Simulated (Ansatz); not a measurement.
# SiClO+ (quintet): wave-function methods side by side, cc-pVDZ

An exercise on one series of results from a longer session: the logs are not shown, and one member is left open.

Method: cc-pVDZ, core rule «outside noble gas», up to 11 orbitals frozen; program: Ansatz 0.2.0, Gaussian basis.

To be run: UHF; CCSD(T) on ROHF; CCSD(T) on UHF; BCCD(T) on ROHF; CISD as a restricted active space (open shells left free, so some higher excitations enter); CCSDT(Q) on ROHF; CCSDT(Q) on UHF; CASSCF and MRCISD+Q, 14 electrons in 11 orbitals; CASSCF and NEVPT2, 14 electrons in 11 orbitals.

31 further runs of the same task are left out: 6 for a known fault of the program, 11 that didn't finish, 14 set aside as unsound or not needed. Runs told in other sessions of the task aren't counted.

### The geometry

The geometry is a PBE0/def2-TZVP stationary point (not a proven minimum) of the parent state, kept for this charge and spin.

3 atoms, charge 1, spin multiplicity 5.

Atoms are counted from 1 here; the program's logs count them from 0.

Bond lengths: Cl1–Si2 2.047 Å, Si2–O3 1.723 Å. Angles: Cl1–Si2–O3 117.5°.

Geometry (Å):

```
Cl    0.0000   -0.1826    1.3179
Si    0.0000    0.5594   -0.5898
O     0.0000   -0.5774   -1.8850
```

The first run:

Contents of in.yaml:

```yaml
crystal:
  periodic: [false, false, false]
  atoms:
    - {symbol: Cl, position_ang: [0.000000, -0.182593, 1.317915]}
    - {symbol: Si, position_ang: [0.000000, 0.559430, -0.589798]}
    - {symbol: O, position_ang: [0.000000, -0.577421, -1.885025]}
basis:
  gaussian: {orbitals: cc-pVDZ}
total_charge: 1
magnetization: {spin_polarized: true, initial_magnetization: 4}
hamiltonian: {xc: hf}
output: {orbitals: {seedname: orbitals}}
```

Command:

```
$ ansatz run in.yaml --threads 1 --pin off --events-out ev --progress --plain --max-ram 2393MiB
```

Among the steps run: UHF; CCSD(T) on ROHF; CCSD(T) on UHF; BCCD(T) on ROHF; CISD as a restricted active space (open shells left free, so some higher excitations enter); CCSDT(Q) on ROHF; CCSDT(Q) on UHF; CASSCF and MRCISD+Q, 14 electrons in 11 orbitals; CASSCF and NEVPT2, 14 electrons in 11 orbitals.

One of the session's tables, all rows but one given; the rest of the session is left out.

| method | from RCCSDT(Q) (kcal/mol) |
| --- | --- |
| ROHF | ? |
| UHF | +215.78 |
| RMP2 | +41.25 |
| UMP2 | +40.93 |
| CISD | +34.94 |
| RCCSD | +15.38 |
| UCCSD | +15.37 |
| RCCSD(T) | +7.96 |
| UCCSD(T) | +8.11 |
| BCCD(T) | +7.48 |
| RCCSDT | +4.47 |
| UCCSDT | +4.54 |
| RCCSDT(Q) | 0 |
| UCCSDT(Q) | -1.19 |
| CASSCF valence | +195.56 |
| NEVPT2 valence | +43.38 |
| MRCISD valence | +26.94 |
| MRCISD+Q valence | +10.82 |

Estimate the missing values for ROHF.

**Answer.** from RCCSDT(Q) (kcal/mol): +221.05. In the column «from RCCSDT(Q) (kcal/mol)» it is the highest.

Limits of these values: Restricted and unrestricted rows rest on different reference determinants; a gap between their highest levels can come from leftover correlation error, from unlike frozen cores or from another state.
